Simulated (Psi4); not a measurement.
# AlH2ClO (SMILES [OH][AlH][Cl]): levels of theory compared

We compute a comparison of 5 runs (HF/STO-3G, HF/def2-SVP, wB97X/def2-SVP, PBE/def2-TZVP, MP2/jun-cc-pV(D+d)Z) of AlH2ClO. 

The calculation is run with Psi4 1.11.

3 further runs of the same task are left out: 3 set aside as unsound or not needed.

### Step 1. The system as given

AlH2ClO: 5 atoms, total charge 0, spin state singlet. SMILES: `[OH][AlH][Cl]`. The shape is that of a PBE0-D4/def2-TZVP optimisation. This is one conformer, not always the lowest.

Bond lengths: O1–Al2 1.684 Å, Al2–Cl3 2.096 Å, O1–H4 0.956 Å, Al2–H5 1.563 Å. Angles: O1–Al2–Cl3 119.8°, O1–Al2–H5 119.3°, Cl3–Al2–H5 120.9°, Al2–O1–H4 124.3°.

### Step 2. A single-point energy at HF/STO-3G (run 1)

The input, alclh2o.xyz:

```xyz
5
AlClH2O
O     -1.110100     0.370900    -0.514400
Al     0.431000     0.184900     0.137500
Cl     1.114900    -1.725400     0.662800
H     -1.719500    -0.349100    -0.669500
H      1.333500     1.445000     0.342200
```

The input, alclh2o.py:

```python
import psi4

psi4.set_memory(1600000000)
psi4.set_num_threads(1)
psi4.core.set_output_file('run.log', False)

with open('alclh2o.xyz') as f:
    atoms = ''.join(f.readlines()[2:])
geom = psi4.geometry('0 1\n' + atoms + 'symmetry c1')

psi4.set_options(dict(basis='STO-3G', reference='rhf', puream=True, e_convergence=1e-09, d_convergence=1e-08, scf_type='pk'))

result = psi4.energy("hf", molecule=geom)
print(f'total energy {result:.8f} hartree = {result * 27.211386:.5f} eV')
for k, v in sorted(psi4.core.scalar_variables().items()):
    print(f'{k:45s} {v:18.10f}')
```

The run is started by

```
$ python alclh2o.py
```

run.log:

```text
[...]
  Running in c1 symmetry.
[...]
  Nuclear repulsion =  129.301590769676494
[...]
  Multiplicity = 1
[...]
  Nalpha       = 20
  Nbeta        = 20
[...]
    Number of basis functions: 25
[...]
   @RHF iter   1:  -768.62104920275590   -1.87601e+00   1.35490e-02 ADIIS/DIIS
[...]
   @RHF iter  10:  -768.71789499483214   -2.27374e-13   3.65709e-09 DIIS
[...]
    Orbital Energies [Eh]
    ---------------------
    Doubly Occupied:
       1A   -103.580019     2A    -57.877931     3A    -20.162775
       4A    -10.278685     5A     -7.721688     6A     -7.717728
       7A     -7.717465     8A     -4.800359     9A     -3.028955
      10A     -3.028812    11A     -3.028206    12A     -1.216637
      13A     -0.963862    14A     -0.585927    15A     -0.472749
      16A     -0.414943    17A     -0.383601    18A     -0.364612
      19A     -0.356861    20A     -0.351364
[...]
  @RHF Final Energy:  -768.71789499483214
   => Energetics <=
    Nuclear Repulsion Energy =            129.3015907696764941
    One-Electron Energy =               -1327.9326122868174025
    Two-Electron Energy =                 429.9131265223087439
    Total Energy =                       -768.7178949948321360
[...]
 Multipole Moments:
 ------------------------------------------------------------------------------------
     Multipole            Electronic (a.u.)      Nuclear  (a.u.)        Total (a.u.)
 ------------------------------------------------------------------------------------
 L = 1.  Multiply by 2.5417464519 to convert [e a0] to [Debye]
 Dipole X            :          1.4090214           -1.8025124           -0.3934910
 Dipole Y            :         -1.8326178            2.4594517            0.6268340
 Dipole Z            :          0.8110995           -1.0520314           -0.2409319
 Magnitude           :                                                    0.7783342
[...]
```

Standard output:

```text
total energy -768.71789499 hartree = -20917.87937 eV
CURRENT ENERGY                                   -768.7178949948
CURRENT REFERENCE ENERGY                         -768.7178949948
DD SOLVATION ENERGY                                 0.0000000000
HF KINETIC ENERGY                                 757.1885520681
HF POTENTIAL ENERGY                             -1525.9064470629
HF TOTAL ENERGY                                  -768.7178949948
HF VIRIAL RATIO                                     2.0152265151
NUCLEAR REPULSION ENERGY                          129.3015907697
ONE-ELECTRON ENERGY                             -1327.9326122868
PCM POLARIZATION ENERGY                             0.0000000000
PE ENERGY                                           0.0000000000
SCF ITERATION ENERGY                             -768.7178949948
SCF ITERATIONS                                     10.0000000000
SCF TOTAL ENERGY                                 -768.7178949948
TWO-ELECTRON ENERGY                               429.9131265223
```

Wall time 1.1 s (1 thread of Intel Xeon 6975P-C (Granite Rapids), shared host); peak memory 0.18 GiB.

### Step 3. Energy and forces at HF/def2-SVP (run 2)

alclh2o.xyz is that of step 2.

The input, run.py:

```python
import psi4

psi4.set_memory('1600 MB')
psi4.set_num_threads(1)
psi4.core.set_output_file('alclh2o.out', False)

with open('alclh2o.xyz') as f:
    atoms = ''.join(f.readlines()[2:])
mol = psi4.geometry('0 1\n' + atoms + 'symmetry c1')

psi4.set_options({
    'puream': True,
    'e_convergence': 1e-09,
    'd_convergence': 1e-08,
    'scf_type': 'pk',
})

E, wfn = psi4.gradient('hf/def2-SVP', return_wfn=True)
psi4.oeprop(wfn, 'MULLIKEN_CHARGES', 'LOWDIN_CHARGES', 'WIBERG_LOWDIN_INDICES', title='HF')
print('gradient / Eh bohr^-1')
print(E.np.round(6))
print(f'energy = {wfn.energy():.10f} Eh')
```

The run is started by

```
$ python run.py
```

alclh2o.out:

```text
[...]
  Running in c1 symmetry.
[...]
  Nuclear repulsion =  129.301590769676494
[...]
  Multiplicity = 1
[...]
  Nalpha       = 20
  Nbeta        = 20
[...]
    Number of basis functions: 60
[...]
   @RHF iter   1:  -777.19420614976809   -8.07407e-01   8.08629e-03 ADIIS/DIIS
[...]
   @RHF iter  11:  -777.29120753258007   -2.27374e-13   3.43769e-09 DIIS
[...]
  @RHF Final Energy:  -777.29120753258007
   => Energetics <=
    Nuclear Repulsion Energy =            129.3015907696764941
    One-Electron Energy =               -1334.9470786924221102
    Two-Electron Energy =                 428.3542803901653997
    Total Energy =                       -777.2912075325801879
[...]
 Multipole Moments:
 ------------------------------------------------------------------------------------
     Multipole            Electronic (a.u.)      Nuclear  (a.u.)        Total (a.u.)
 ------------------------------------------------------------------------------------
 L = 1.  Multiply by 2.5417464519 to convert [e a0] to [Debye]
 Dipole X            :          1.5006242           -1.8025124           -0.3018882
 Dipole Y            :         -2.5343477            2.4594517           -0.0748959
 Dipole Z            :          0.9390797           -1.0520314           -0.1129517
 Magnitude           :                                                    0.3309138
[...]
  -Total Gradient:
     Atom            X                  Y                   Z
    ------   -----------------  -----------------  -----------------
       1        0.008831898997     0.016052454299     0.001515672888
       2       -0.001782999734    -0.007867863258     0.000302063279
       3       -0.000663949347     0.003205854953    -0.000687872504
       4       -0.007305718749    -0.013363389900    -0.001245938164
       5        0.000920768827     0.001972943898     0.000116074502
[...]
  Mulliken Charges: (a.u.)
   Center  Symbol    Alpha    Beta     Spin     Total
       1     O     4.30828  4.30828  0.00000 -0.61656
       2    AL     5.98710  5.98710  0.00000  1.02580
       3    CL     8.69691  8.69691  0.00000 -0.39383
       4     H     0.39037  0.39037  0.00000  0.21927
       5     H     0.61734  0.61734  0.00000 -0.23469
   Total alpha = 20.00000, Total beta = 20.00000, Total charge =  0.00000
  Lowdin Charges: (a.u.)
   Center  Symbol    Alpha    Beta     Spin     Total
       1     O     4.14501  4.14501  0.00000 -0.29002
[...]
```

On the terminal:

```text
gradient / Eh bohr^-1
[[ 0.008832  0.016052  0.001516]
 [-0.001783 -0.007868  0.000302]
 [-0.000664  0.003206 -0.000688]
 [-0.007306 -0.013363 -0.001246]
 [ 0.000921  0.001973  0.000116]]
energy = -777.2912075326 Eh
```

Wall time 1.9 s (1 thread of Intel Xeon 6975P-C (Granite Rapids), shared host); peak memory 0.21 GiB.

Runs 3 to 4 aren't shown in full; the table further down has their settings and results.

### Step 4. A single-point energy at MP2/jun-cc-pV(D+d)Z (fitted SCF, C-PCM tetrahydrofuran) (run 5)

The input, job.inp:

```
memory 1.6 GB

molecule mol {
  0 1
  O     -2.09778497     0.70089942    -0.97207512
  Al     0.81447196     0.34941036     0.25983734
  Cl     2.10685566    -3.26053346     1.25251048
  H     -3.24938407    -0.65970339    -1.26517164
  H      2.51994979     2.73065425     0.64666428
  units au
  symmetry c1
}

set basis jun-cc-pV(D+d)Z
set reference rhf
set freeze_core true
set mp2_type conv
set pcm true

pcm = {
  Units = Angstrom
  Medium {
    SolverType = CPCM
    Solvent = THF
  }
  Cavity {
    Type = GePol
    RadiiSet = UFF
    Scaling = False
    Area = 0.3
    Mode = Implicit
  }
}

E, wfn = energy("mp2", return_wfn=True)
```

The run is started by

```
$ psi4 job.inp job.out -n 1
```

job.out:

```text
[...]
  Running in c1 symmetry.
[...]
  Nuclear repulsion =  129.301590710630848
[...]
  Multiplicity = 1
[...]
  Nalpha       = 20
  Nbeta        = 20
[...]
    Number of basis functions: 82
[...]
   @RHF iter   1:  -777.49496235287017   -8.30831e-01   6.32704e-03 ADIIS/DIIS
[...]
   @RHF iter  11:  -777.60330076600803   -3.41061e-13   2.44625e-09 DIIS
[...]
    Orbital Energies [Eh]
    ---------------------
    Doubly Occupied:
       1A   -104.819466     2A    -58.519437     3A    -20.558505
       4A    -10.549038     5A     -8.015904     6A     -8.013969
       7A     -8.013852     8A     -4.930790     9A     -3.246557
      10A     -3.245997    11A     -3.243561    12A     -1.322951
      13A     -1.083802    14A     -0.701346    15A     -0.575426
      16A     -0.528662    17A     -0.515468    18A     -0.481243
      19A     -0.472459    20A     -0.457063
[...]
  @RHF Final Energy:  -777.60330076600803
   => Energetics <=
    Nuclear Repulsion Energy =            129.3015907106308475
    One-Electron Energy =               -1334.9200939865663713
    Two-Electron Energy =                 428.0277018466240406
    PCM Polarization Energy =              -0.0124993366964183
    Total Energy =                       -777.6033007660080330
[...]
 Multipole Moments:
 ------------------------------------------------------------------------------------
     Multipole            Electronic (a.u.)      Nuclear  (a.u.)        Total (a.u.)
 ------------------------------------------------------------------------------------
 L = 1.  Multiply by 2.5417464519 to convert [e a0] to [Debye]
 Dipole X            :          1.5394320           -1.8025124           -0.2630804
 Dipole Y            :         -2.4892884            2.4594517           -0.0298367
 Dipole Z            :          0.9491258           -1.0520314           -0.1029056
 Magnitude           :                                                    0.2840617
[...]
	SCS-MP2 Total Energy (a.u.)        :  -777.98721912859855
	SOS-MP2 Total Energy (a.u.)        :  -777.95376500717248
	SCSN-MP2 Total Energy (a.u.)       :  -777.77993852713712
[...]
	SOS-PI-MP2 Total Energy (a.u.)     :  -778.01217571403322
[...]
	MP2 Total Energy (a.u.)            :  -777.99571666458962
[...]
```

Wall time 11 s (1 thread of Intel Xeon 6975P-C (Granite Rapids), shared host); peak memory 0.38 GiB.

### Step 5. All runs side by side

```csv
run,level,task,integration grid,energy (Eh),dipole moment (D),HOMO energy (eV),LUMO energy (eV),wall time
1,HF/STO-3G,energy,–,-768.717895,1.98,-9.56,8.56,1.1 s
2,HF/def2-SVP,gradient,–,-777.291208,0.84,-12.32,2.24,1.9 s
3,wB97X/def2-SVP,energy,99 radial × 590 angular,-778.867716,0.96,-11.36,1.46,6 s
4,PBE/def2-TZVP,energy,99 radial × 590 angular,-778.825691,0.83,-7.68,-1.52,12 s
5,"MP2/jun-cc-pV(D+d)Z (fitted SCF, C-PCM tetrahydrofuran)",energy,–,-777.995717,–,-12.44,0.99,11 s
```

### Step 6. Outcome

| quantity | value |
| --- | --- |
| run 5: total energy | -777.99572 Eh |
| run 5: HOMO energy (Hartree–Fock orbitals) | -12.44 eV |
| run 5: LUMO energy (Hartree–Fock orbitals) | 0.99 eV |
| run 5: HOMO–LUMO gap (Hartree–Fock orbitals) | 13.43 eV |
| run 5: correlation energy (11 core orbitals frozen) | -392.4 mEh |
| run 5: solvent term in the energy | -32.8 kJ/mol |

In words: Over runs 1, 2, 3, 4 the dipole moment (its size) runs from 0.83 D (PBE/def2-TZVP) to 1.98 D (HF/STO-3G). The two ends differ in method and basis. Over runs 1, 2, 3, 4 the HOMO–LUMO gap runs from 6.15 eV (PBE/def2-TZVP) to 18.12 eV (HF/STO-3G). Totals of different functionals can't be ranked against each other. In run 1 the basis is minimal, so the values are rough. All runs together took 32 s, the longest 12 s.
